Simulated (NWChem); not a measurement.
# C3H4O (propargyl alcohol) at 5 levels

We compute a comparison of 5 runs (HF/STO-3G, HF/def2-SVPD, PBE0/def2-SVP, MP2/def2-SVPD, CCSD(T)/6-311G**) of C3H4O (propargyl alcohol). 

The calculation is run with NWChem 7.3.0.

### Step 1. The structure to begin with

C3H4O: 8 atoms, total charge 0, spin state singlet. As SMILES, `C#CCO`. The shape is that of a PBE0-D4/def2-TZVP optimisation. This is one conformer, not always the lowest.

Bond lengths: C1–C2 1.200 Å, C2–C3 1.458 Å, C3–O4 1.410 Å, C1–H5 1.064 Å, C3–H6 1.099 Å, C3–H7 1.093 Å, O4–H8 0.961 Å. Angles: C1–C2–C3 178.1°, C2–C3–O4 113.4°, C2–C1–H5 179.3°, C2–C3–H6 108.8°, C2–C3–H7 109.6°, O4–C3–H6 111.4°, O4–C3–H7 106.3°, C3–O4–H8 108.1°, H6–C3–H7 107.1°.

### Step 2. Energy and gradient at HF/STO-3G (run 1)

struct.nw

```
start struct
memory stack 880 mb heap 220 mb global 1100 mb

geometry units angstroms noautosym nocenter noautoz
 C       -0.636000       1.383820      -1.088110
 C       -0.111980       0.626580      -0.318250
 C        0.516910      -0.328850       0.585990
 O       -0.281560      -1.461500       0.847500
 H       -1.103180       2.063540      -1.761060
 H        1.495600      -0.613620       0.175390
 H        0.700350       0.146860       1.552640
 H       -0.580130      -1.816820       0.005890
end

basis spherical bse
 * library STO-3G
end

scf
 thresh 1e-08
 maxiter 80
end

task scf gradient
```

On the command line:

```console
$ nwchem struct.nw > struct.out
```

Output:

```text
[...]
  functions       =    24
[...]
  wavefunction    = RHF
[...]
         Total SCF energy =   -188.266855568849
      One-electron energy =   -460.530235877909
      Two-electron energy =    169.738652307397
 Nuclear repulsion energy =    102.524728001663
        Time for solution =      1.3s
[...]
                         RHF ENERGY GRADIENTS
    atom               coordinates                        gradient
                 x          y          z           x          y          z
   1 C      -1.201866   2.615041  -2.056230   -0.037264   0.053939  -0.056228
   2 C      -0.211612   1.184065  -0.601405    0.050353  -0.076926   0.076754
   3 C       0.976818  -0.621436   1.107361   -0.021635   0.005135  -0.006487
   4 O      -0.532071  -2.761835   1.601543    0.006127   0.011889  -0.048598
   5 H      -2.084708   3.899525  -3.327921    0.000353  -0.000446   0.000814
   6 H       2.826274  -1.159574   0.331439   -0.002298   0.000166   0.000312
   7 H       1.323470   0.277525   2.934064   -0.001583  -0.001161  -0.003186
   8 H      -1.096287  -3.433292   0.011130    0.005947   0.007404   0.036620
[...]
```

It took 2.1 s on 1 thread of Intel Xeon 6975P-C (Granite Rapids), shared host; peak memory 0.1 GiB.

### Step 3. Energy and gradient at HF/def2-SVPD (run 2)

calc.xyz

```xyz
8

C     -0.636000     1.383820    -1.088110
C     -0.111980     0.626580    -0.318250
C      0.516910    -0.328850     0.585990
O     -0.281560    -1.461500     0.847500
H     -1.103180     2.063540    -1.761060
H      1.495600    -0.613620     0.175390
H      0.700350     0.146860     1.552640
H     -0.580130    -1.816820     0.005890
```

calc.nw

```
echo
start calc
memory stack 880 mb heap 220 mb global 1100 mb

geometry noautosym nocenter noautoz
  load calc.xyz
end

basis spherical bse
  * library def2-SVPD
end

scf
  thresh 1e-08
  maxiter 80
end

task scf gradient
```

On the command line:

```console
$ nwchem calc.nw > calc.out
```

Output:

```text
[...]
  functions       =   115
[...]
  wavefunction    = RHF
[...]
         Total SCF energy =   -190.579279919501
      One-electron energy =   -461.546278974412
      Two-electron energy =    168.442271053248
 Nuclear repulsion energy =    102.524728001663
        Time for solution =     35.6s
[...]
                         RHF ENERGY GRADIENTS
    atom               coordinates                        gradient
                 x          y          z           x          y          z
   1 C      -1.201866   2.615041  -2.056230   -0.009204   0.012462  -0.013429
   2 C      -0.211612   1.184065  -0.601405    0.015571  -0.019662   0.021112
   3 C       0.976818  -0.621436   1.107361   -0.005455   0.012814  -0.015253
   4 O      -0.532071  -2.761835   1.601543   -0.001557  -0.003333   0.024932
   5 H      -2.084708   3.899525  -3.327921   -0.000167   0.000047  -0.000024
   6 H       2.826274  -1.159574   0.331439    0.004509   0.000414  -0.001586
   7 H       1.323470   0.277525   2.934064    0.000368   0.001109   0.003211
   8 H      -1.096287  -3.433292   0.011130   -0.004065  -0.003851  -0.018962
[...]
```

Run time: 43 s. Hardware: 1 thread of Intel Xeon 6975P-C (Granite Rapids), shared host; peak memory 0.11 GiB.

Run 3 isn't shown in full; the table further down has it.

### Step 4. Energy and forces at MP2/def2-SVPD (run 4)

work.nw

```
start work
title "C3H4O mp2"
memory stack 880 mb heap 220 mb global 1100 mb
charge 0
geometry units angstroms noautosym nocenter noautoz
C       -0.636000       1.383820      -1.088110
C       -0.111980       0.626580      -0.318250
C        0.516910      -0.328850       0.585990
O       -0.281560      -1.461500       0.847500
H       -1.103180       2.063540      -1.761060
H        1.495600      -0.613620       0.175390
H        0.700350       0.146860       1.552640
H       -0.580130      -1.816820       0.005890
end
basis "ao basis" spherical bse
* library def2-SVPD
end
scf
thresh 1e-08
maxiter 80
end
mp2
freeze core 4
tight
end
task mp2 gradient
```

On the command line:

```console
$ nwchem work.nw > work.out
```

Output:

```text
[...]
  functions       =   115
[...]
  wavefunction    = RHF
[...]
         Total SCF energy =   -190.579279919470
      One-electron energy =   -461.546278974481
      Two-electron energy =    168.442271053348
 Nuclear repulsion energy =    102.524728001663
        Time for solution =     35.6s
[...]
          Total MP2 energy          -191.181133740089
[...]
                         mp2 ENERGY GRADIENTS
    atom               coordinates                        gradient
                 x          y          z           x          y          z
   1 C      -1.201866   2.615041  -2.056230    0.021597  -0.031199   0.031604
   2 C      -0.211612   1.184065  -0.601405   -0.019960   0.029203  -0.029950
   3 C       0.976818  -0.621436   1.107361   -0.005977  -0.001479  -0.002349
   4 O      -0.532071  -2.761835   1.601543    0.003101   0.004510  -0.004462
   5 H      -2.084708   3.899525  -3.327921    0.002917  -0.004283   0.004275
   6 H       2.826274  -1.159574   0.331439   -0.003074   0.001547   0.000931
   7 H       1.323470   0.277525   2.934064   -0.000597  -0.001233  -0.003602
   8 H      -1.096287  -3.433292   0.011130    0.001993   0.002934   0.003554
[...]
```

It took 83 s on 1 thread of Intel Xeon 6975P-C (Granite Rapids), shared host; peak memory 0.46 GiB.

### Step 5. The energy at CCSD(T)/6-311G(d,p) (run 5)

c3h4o.xyz

```xyz
8
C3H4O
C     -0.636000     1.383820    -1.088110
C     -0.111980     0.626580    -0.318250
C      0.516910    -0.328850     0.585990
O     -0.281560    -1.461500     0.847500
H     -1.103180     2.063540    -1.761060
H      1.495600    -0.613620     0.175390
H      0.700350     0.146860     1.552640
H     -0.580130    -1.816820     0.005890
```

c3h4o.nw

```
start c3h4o
title "C3H4O"
memory total 2200 mb

geometry units angstroms noautosym nocenter noautoz
load format xyz c3h4o.xyz
end

basis spherical bse
C library 6-311G**
O library 6-311G**
H library 6-311G**
end

scf
thresh 1e-08
maxiter 80
print low
end

ccsd
freeze core 4
maxiter 60
end

task ccsd(t) energy
```

On the command line:

```console
$ nwchem c3h4o.nw > c3h4o.out
```

Output:

```text
[...]
  functions       =    96
[...]
  wavefunction    = RHF
[...]
         Total SCF energy =   -190.762749995845
      One-electron energy =   -462.041073853763
      Two-electron energy =    168.753595856254
 Nuclear repulsion energy =    102.524728001663
        Time for solution =     18.0s
[...]
 Total MP2 energy:           -191.374714790512002
[...]
             energy      energy      error      ampl     ampl      Block
                                                time     time      time
[...]
 Total CCSD energy:           -191.400323355181399
[...]
 Total CCSD+T(CCSD) energy:           -191.426024940661762
[...]
 Total CCSD(T) energy:                -191.425023215029910
[...]
```

It took 3.5 min on 1 thread of Intel Xeon 6975P-C (Granite Rapids), shared host; peak memory 0.3 GiB.

### Step 6. The series

```csv
run,level,iteration cap,module,energy (Eh),dipole moment (D),HOMO energy (eV),LUMO energy (eV),wall time
1,HF/STO-3G,80,scf,-188.266856,1.32,-9.04,10.03,2.1 s
2,HF/def2-SVPD,80,scf,-190.579280,1.59,-10.88,2.45,43 s
3,PBE0/def2-SVP,100,dft,-191.491240,1.40,-7.75,0.70,36 s
4,MP2/def2-SVPD,80,mp2,-191.181134,1.54,-10.88,2.45,83 s
5,CCSD(T)/6-311G**,80,ccsd(t),-191.425023,–,–,–,3.5 min
```

### Step 7. What came out

| quantity | value |
| --- | --- |
| run 5: total energy | -191.42502 Eh |
| run 5: correlation energy (4 core orbitals frozen) | -662.3 mEh |
| run 5: (T) correction | -24.70 mEh |

**Reading.** Over runs 1, 2, 3, 4 the dipole moment (its size) runs from 1.32 D (HF/STO-3G) to 1.59 D (HF/def2-SVPD). Over runs 1, 2, 3 the HOMO–LUMO gap runs from 8.45 eV (PBE0/def2-SVP) to 19.07 eV (HF/STO-3G). The two ends differ in method and basis. In run 1 the basis is minimal, so the values are rough. All runs together took 6.2 min, the longest 3.5 min.
